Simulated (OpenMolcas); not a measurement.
# One shape, several levels: SiO2 (silicon dioxide molecule)

Wanted: a comparison of 6 runs (UHF/STO-3G, M06-2X/STO-3G, SVWN5/STO-3G, UB3LYP/STO-3G, r2SCAN/STO-3G, MP2/STO-3G) of SiO2 (silicon dioxide molecule). 

The calculation is run with OpenMolcas 26.06.

3 further runs of the same task are left out: 1 for a known fault of the program, 1 that didn't finish, 1 set aside as unsound or not needed.

## Step 1: The molecule

SiO2: 3 atoms, total charge 0, spin state singlet. As SMILES, `O=[Si]=O`. One bond was lengthened or shortened from a relaxed shape.

Bond lengths: O1–Si2 1.506 Å, Si2–O3 1.882 Å. Angles: O1–Si2–O3 180.0°.

## Step 2: A single-point energy at UHF/STO-3G (run 1)

The input, calc.input:

```
* O2Si Hartree-Fock

&GATEWAY
  BASLIB = $CurrDir
  COORD
  3
  angstrom
  O        0.872146       1.536978       0.648440
  Si       0.174406       0.307378       0.129680
  O       -0.697730      -1.229610      -0.518760
  BASIS = STO-3G
  GROUP = NoSym

&SEWARD

&SCF
  UHF
  THRESHOLDS = 1e-10 1e-07 1e-07 1e-05
  SCRAMBLE = 0.25
  PRORBITALS = 1 1
```

The basis set STO-3G is read from a file made from the Basis Set Exchange's data (not shown).

Command:

```bash
$ export MOLCAS_MEM=1860
$ pymolcas calc.input > calc.log
```

Log:

```text
--- Start Module: gateway ---
[...]
--- Stop Module: gateway /rc=_RC_ALL_IS_WELL_ ---
--- Start Module: seward ---
[...]
      Basis functions           19
--- Stop Module: seward /rc=_RC_ALL_IS_WELL_ ---
--- Start Module: scf ---
[...]
       Convergence after  68 Iterations
[...]
::    Total SCF energy                               -433.1180684137
[...]
      Total spin, S                                     0.4537268342
[...]
      Total electronic charge=   30.000000
      Total            charge=   -0.000000
[...]
      Dipole Moment (debye):
      Origin of the operator (angstrom)=    0.1279    0.2254    0.0951
                   X= -1.8563E-01               Y= -3.2711E-01               Z= -1.3801E-01           Total=  4.0063E-01
      Quadrupole Moment (debye*angstrom):
[...]
--- Stop Module: scf /rc=_RC_ALL_IS_WELL_ ---
[...]
```

Run time: 2.9 s. Hardware: 1 thread of Arm Neoverse V1, shared host; peak memory 0.37 GiB.

## Step 3: The energy at M06-2X/STO-3G (run 2)

The input, calc.input:

```
* O2Si Kohn-Sham DFT

&GATEWAY
  BasLib = $CurrDir
  Coord
  3
  angstrom
  O        0.872146       1.536978       0.648440
  Si       0.174406       0.307378       0.129680
  O       -0.697730      -1.229610      -0.518760
  Basis = STO-3G
  Group = NoSym

&SEWARD
  GridInput
  Grid=UltraFine
  End of Grid

&SCF
  KSDFT = M062X
  Thresholds = 1e-10 1e-07 1e-07 1e-05
  PrOrbitals = 1 1
```

The basis set STO-3G is read from a file made from the Basis Set Exchange's data (not shown).

Command:

```bash
$ export MOLCAS_MEM=1860
$ pymolcas calc.input > calc.log
```

Log:

```text
--- Start Module: gateway ---
[...]
--- Stop Module: gateway /rc=_RC_ALL_IS_WELL_ ---
--- Start Module: seward ---
[...]
      Basis functions           19
--- Stop Module: seward /rc=_RC_ALL_IS_WELL_ ---
--- Start Module: scf ---
[...]
       Convergence after  16 Iterations
[...]
::    Total KS-DFT energy                            -434.3339929027
[...]
      Total spin, S                                     0.0000000000
[...]
      Total electronic charge=   30.000000
      Total            charge=   -0.000000
[...]
      Dipole Moment (debye):
      Origin of the operator (angstrom)=    0.1279    0.2254    0.0951
                   X=  2.9503E-01               Y=  5.1998E-01               Z=  2.1937E-01           Total=  6.3683E-01
      Quadrupole Moment (debye*angstrom):
[...]
--- Stop Module: scf /rc=_RC_ALL_IS_WELL_ ---
[...]
```

It took 4.8 s on 1 thread of Arm Neoverse V1, shared host; peak memory 0.37 GiB.

Runs 3 to 5 aren't shown in full; the table further down has their settings and results.

## Step 4: The energy at MP2/STO-3G (run 6)

The input, calc.inp:

```
&gateway
baslib
$CurrDir
coord
3
angstrom
O        0.872146       1.536978       0.648440
Si       0.174406       0.307378       0.129680
O       -0.697730      -1.229610      -0.518760
basis
STO-3G
group
NoSym
&seward
&scf
thresholds
1e-10 1e-07 1e-07 1e-05
prorbitals
1 1
&mbpt2
frozen
7
```

The basis set STO-3G is read from a file made from the Basis Set Exchange's data (not shown).

Command:

```bash
$ export MOLCAS_MEM=1860
$ pymolcas calc.inp > calc.log
```

Log:

```text
--- Start Module: gateway ---
[...]
--- Stop Module: gateway /rc=_RC_ALL_IS_WELL_ ---
[...]
      Basis functions           19
[...]
--- Start Module: scf ---
[...]
       Convergence after  16 Iterations
[...]
::    Total SCF energy                               -433.1069100807
[...]
      Total spin, S                                     0.0000000000
[...]
      Total electronic charge=   30.000000
      Total            charge=   -0.000000
[...]
      Dipole Moment (debye):
      Origin of the operator (angstrom)=    0.1279    0.2254    0.0951
                   X=  1.5641E-01               Y=  2.7572E-01               Z=  1.1632E-01           Total=  3.3766E-01
      Quadrupole Moment (debye*angstrom):
[...]
--- Stop Module: scf /rc=_RC_ALL_IS_WELL_ ---
--- Start Module: mbpt2 ---
[...]
WARNING!
Default frozen orbitals as non valence orbitals is overwritten by user input.
Default values:   4
[...]
       Reference weight ( Cref**2 )         =        0.88852
::    Total MBPT2 energy                             -433.2820781095
[...]
      Total MBPT2 calculations                           0.04      0.03
--- Stop Module: mbpt2 /rc=_RC_ALL_IS_WELL_ ---
[...]
```

It took 1.7 s on 1 thread of Arm Neoverse V1, shared host; peak memory 0.37 GiB.

## Step 5: The series

```
run          level  scramble  integration grid  energy (Eh)  dipole moment (D) of the reference  HOMO energy (eV)  LUMO energy (eV)  wall time
  1     UHF/STO-3G      0.25                 –  -433.118068                                0.40             -7.22              7.28      2.9 s
  2  M06-2X/STO-3G         –         UltraFine  -434.333993                                0.64             -4.51              3.27      4.8 s
  3   SVWN5/STO-3G         –         UltraFine  -432.109843                                0.45             -1.65              0.25      3.9 s
  4  UB3LYP/STO-3G      0.25         UltraFine  -434.341938                                0.52             -2.81              1.51       11 s
  5  r2SCAN/STO-3G         –         UltraFine  -434.297022                                0.51             -1.92              0.62      5.4 s
  6     MP2/STO-3G         –                 –  -433.282078                                0.34             -7.94              6.93      1.7 s
```

## Step 6: Results

| quantity | value |
| --- | --- |
| run 6: total energy | -433.28208 Eh |
| run 6: dipole moment (mean-field density) | 0.34 D |
| run 6: HOMO energy (Hartree–Fock orbitals) | -7.94 eV |
| run 6: LUMO energy (Hartree–Fock orbitals) | 6.93 eV |
| run 6: HOMO–LUMO gap (Hartree–Fock orbitals) | 14.88 eV |
| run 6: correlation energy (7 core orbitals frozen) | -175.2 mEh |

What this shows: Over runs 1, 2, 3, 4, 5 the dipole moment (its size) runs from 0.40 D (UHF/STO-3G) to 0.64 D (M06-2X/STO-3G). The two dipoles point in opposite directions. Over runs 1, 2, 3, 4, 5 the HOMO–LUMO gap runs from 1.90 eV (SVWN5/STO-3G) to 14.50 eV (UHF/STO-3G). Totals of different functionals can't be ranked against each other. In runs 1, 2, 3, 4, 5, 6 the basis is minimal, so the values are rough. Spin contamination of the reference: run 1 ⟨S²⟩ = 0.66. Where it is this large, the reference is a mixture of spin states, and values that rest on it are in doubt. All runs together took 29 s, the longest 11 s.
